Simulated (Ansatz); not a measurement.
Reaction (SMILES): Cl (HCl) → HCl+ (doublet, bonded as Cl) + e-
B3LYP-D3(BJ)/def2-TZVP geometries, fixed; electronic energies without zero-point terms.

Energies in hartree at CCSD(T) with Ansatz (an electronic-structure program); the adiabatic ionisation energy is their sum with the coefficients shown, times 27.2114 eV a hartree. All functions are spherical. Cores are frozen. Open shells are unrestricted. No added dispersion term, no relativity.

| species | coefficient | part | cc-pV(D+d)Z | cc-pV(T+d)Z | cc-pV(Q+d)Z |
|---|---|---|---|---|---|
| Cl (HCl) | -1 | Hartree-Fock | -460.09154 | -460.10776 | -460.11172 |
| Cl (HCl) | -1 | correlation | -0.16988 | -0.23203 | -0.25212 |
| HCl+ (doublet, bonded as Cl) | +1 | Hartree-Fock | -459.66733 | -459.68467 | -459.68871 |
| HCl+ (doublet, bonded as Cl) | +1 | correlation | -0.14478 | -0.19313 | -0.20776 |

Question: Predict the adiabatic ionisation energy in cc-pV(5+d)Z (X = 5): let each Hartree-Fock step shrink by the ratio of the last two, and fit each correlation energy at X = 3 and 4 to E + A/X^3. Compare with the run.

Answer: 
- Cl (HCl): steps -0.01622 and -0.00396, ratio 0.244, so Hartree-Fock -460.11269 (run: -460.11243); A = (-0.23203 - (-0.25212))/(1/27 - 1/64) = 0.9383, correlation -0.25212 - A/64 + A/125 = -0.25927 (run: -0.25849).
- HCl+ (doublet, bonded as Cl): steps -0.01734 and -0.00404, ratio 0.233, so Hartree-Fock -459.68965 (run: -459.68944); A = (-0.19313 - (-0.20776))/(1/27 - 1/64) = 0.6833, correlation -0.20776 - A/64 + A/125 = -0.21297 (run: -0.21252).
Predicted 12.771 eV; the run in cc-pV(5+d)Z gives 12.761, a miss of 0.010. Keeping the value in cc-pV(Q+d)Z, 12.718, would miss by -0.043. All sums are of the energies as printed.
